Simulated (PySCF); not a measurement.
# UB2PLYP/STO-6G run of SiPH4 (SMILES [SiH2]P)

What is the vertical doublet–quartet gap of SiPH4 at UB2PLYP/STO-6G? Input form: a Python script.

The calculation is run with PySCF 2.14.0.

10 further runs of the same task are left out: 1 that didn't finish, 9 set aside as unsound or not needed.

### Step 1. The system as given

The species is SiPH4 (6 atoms), meant as a doublet with charge 0. As SMILES, `[SiH2]P`. Geometry: relaxed at GFN2-xTB. This is one conformer, not always the lowest.

Bond lengths: Si1–P2 2.220 Å, Si1–H3 1.467 Å, Si1–H4 1.466 Å, P2–H5 1.384 Å, P2–H6 1.384 Å. Angles: Si1–P2–H5 96.4°, Si1–P2–H6 96.4°, P2–Si1–H3 109.7°, P2–Si1–H4 109.7°, H5–P2–H6 92.6°, H3–Si1–H4 109.1°.

### Step 2. A single-point energy at UB2PLYP/STO-6G

Contents of calc.py:

```python
# [SiH2]P
from pyscf import gto, dft, mp

molecule = gto.Mole()
molecule.atom = '''
Si     0.127020    -0.986120    -0.104660
P     -0.338670     1.170000     0.142220
H     -0.300620    -1.724700     1.087920
H     -0.579260    -1.514310    -1.276300
H      0.434680     1.617150    -0.915300
H      0.656850     1.437980     1.066130
'''
molecule.charge = 0
molecule.spin = 1
molecule.verbose = 4
molecule.max_memory = 1860
molecule.basis = 'sto-6g'
molecule.build()

calc0 = dft.UKS(molecule)
calc0.xc = '0.53*HF + 0.47*B88, 0.73*LYP'
calc0.conv_tol = 1e-10
calc0.grids.level = 5
calc0.kernel()
if not calc0.converged:
    calc0 = calc0.newton().run(calc0.mo_coeff, calc0.mo_occ)

pt = mp.MP2(calc0, frozen=10).run()
etot = calc0.e_tot + 0.27 * pt.e_corr
print('PT2 part  %.8f' % (0.27 * pt.e_corr))
print('E(%s) = %.9f' % ('B2PLYP', etot))
```

Run with:

```sh
$ OMP_NUM_THREADS=1 python calc.py
```

Log:

```text
PySCF version 2.14.0

[INPUT] num. atoms = 6
[INPUT] num. electrons = 33
[INPUT] charge = 0
[INPUT] spin (= nelec alpha-beta = 2S) = 1
[INPUT] symmetry False subgroup None
[INPUT] Mole.unit = angstrom
[INPUT] Symbol           X                Y                Z      unit          X                Y                Z       unit  Magmom
[INPUT]  1 Si     0.127020000000  -0.986120000000  -0.104660000000 AA    0.240033012342  -1.863496725956  -0.197778736197 Bohr   0.0
[INPUT]  2 P     -0.338670000000   1.170000000000   0.142220000000 AA   -0.639993546606   2.210979565741   0.268756849436 Bohr   0.0
[INPUT]  3 H     -0.300620000000  -1.724700000000   1.087920000000 AA   -0.568089467567  -3.259210647037   2.055870845437 Bohr   0.0
[INPUT]  4 H     -0.579260000000  -1.514310000000  -1.276300000000 AA   -1.094642754916  -2.861631167690  -2.411857452782 Bohr   0.0
[INPUT]  5 H      0.434680000000   1.617150000000  -0.915300000000 AA    0.821426151826   3.055970602340  -1.729666321814 Bohr   0.0
[INPUT]  6 H      0.656850000000   1.437980000000   1.066130000000 AA    1.241266604921   2.717388372602   2.014693713183 Bohr   0.0

nuclear repulsion = 83.3229545422204
number of shells = 14
number of NR pGTOs = 132
number of NR cGTOs = 22
basis = sto-6g
ecp = {}

[... 36 lines left out ...]
WARN: HOMO -0.0853998533746028 >= LUMO -0.0853998533746023
[... 42 lines left out ...]
converged SCF energy = -630.56764412437  <S^2> = 0.75132774  2S+1 = 2.0013273
[... 1 line left out ...]
******** <class 'pyscf.mp.ump2.UMP2'> ********
nocc = (np.int64(7), np.int64(6)), nmo = (12, 12)
frozen orbitals 10
E(UMP2) = -630.653190745933  E_corr = -0.0855466215634328
E(SCS-UMP2) = -630.666456653696  E_corr = -0.0988125293257953
E_corr(same-spin) = -0.00443471140422
E_corr(oppo-spin) = -0.0811119101592128
PT2 part  -0.02309759
E(B2PLYP) = -630.590741712
```

Wall time 11 s (1 thread of Arm Neoverse V1, shared host); peak memory 0.21 GiB.

### Step 3. The quartet

Contents of job.py:

```python
from pyscf import gto, dft, mp

mol = gto.M(
    atom='''
Si     0.127020    -0.986120    -0.104660
P     -0.338670     1.170000     0.142220
H     -0.300620    -1.724700     1.087920
H     -0.579260    -1.514310    -1.276300
H      0.434680     1.617150    -0.915300
H      0.656850     1.437980     1.066130
''',
    basis='sto-6g',
    max_memory=1860,
    spin=3,
    verbose=3,
)

myscf = dft.UKS(mol)
myscf.xc = '0.53*HF + 0.47*B88, 0.73*LYP'
myscf.conv_tol = 1e-10
myscf.grids.level = 5
myscf.kernel()
if not myscf.converged:
    myscf = myscf.newton().run(myscf.mo_coeff, myscf.mo_occ)

pt = mp.MP2(myscf, frozen=10).run()
energy = myscf.e_tot + 0.27 * pt.e_corr
print('PT2 part  %.8f' % (0.27 * pt.e_corr))
print('E = %.10f Eh' % energy)
```

Run with:

```sh
$ OMP_NUM_THREADS=1 python job.py
```

Log:

```text
WARN: HOMO 0.212996360107367 >= LUMO -0.270902999374895

WARN: HOMO 0.145857246629051 >= LUMO -0.0102778528453845

WARN: HOMO 0.127452390506038 >= LUMO -0.0160236441673287

WARN: HOMO 0.128377308893184 >= LUMO -0.00987746297764724

WARN: HOMO 0.126991614222904 >= LUMO -0.0110860478006829

WARN: HOMO 0.126652495407959 >= LUMO -0.0109757655012965

WARN: HOMO 0.126587680301036 >= LUMO -0.0109701850068182

WARN: HOMO 0.12647942946087 >= LUMO -0.0109823688403698

WARN: HOMO 0.126455679956607 >= LUMO -0.0109843774005161

WARN: HOMO 0.126449941552069 >= LUMO -0.0109812888904278

WARN: HOMO 0.126453356105207 >= LUMO -0.0109810424960579

WARN: HOMO 0.126454325524598 >= LUMO -0.0109821041044018

WARN: HOMO 0.126455296340447 >= LUMO -0.0109814449977633

WARN: HOMO 0.126454984923383 >= LUMO -0.0109818371271151

converged SCF energy = -630.241160942218  <S^2> = 3.7556944  2S+1 = 4.0028462
E(UMP2) = -630.309563057761  E_corr = -0.0684021155422776
E(SCS-UMP2) = -630.321249359123  E_corr = -0.0800884169052514
PT2 part  -0.01846857
E = -630.2596295134 Eh
```

It took 7.8 s on 1 thread of Arm Neoverse V1, shared host; peak memory 0.22 GiB.

### Step 4. Summary of results

Level: UB2PLYP/STO-6G, 10 core orbitals frozen.

| quantity | value |
| --- | --- |
| doublet: total energy | -630.59074 Eh |
| doublet: dipole moment (SCF part) | 1.03 D |
| doublet: HOMO energy (SCF part's orbitals) (highest over α and β) | -3.74 eV |
| doublet: LUMO energy (SCF part's orbitals) (lowest over α and β) | 2.96 eV |
| doublet: ⟨S²⟩ | 0.751 |
| quartet: total energy | -630.25963 Eh |
| quartet: dipole moment (SCF part) | 2.80 D |
| quartet: ⟨S²⟩ | 3.756 |
| vertical energy of the quartet above the doublet | 9.010 eV |

At this shape the quartet lies 9.01 eV (208 kcal/mol) above the doublet. In a minimal basis such a difference can be off by several eV, whatever the method. Mulliken charges (doublet) run from -0.16 on H3 to +0.35 on Si1.
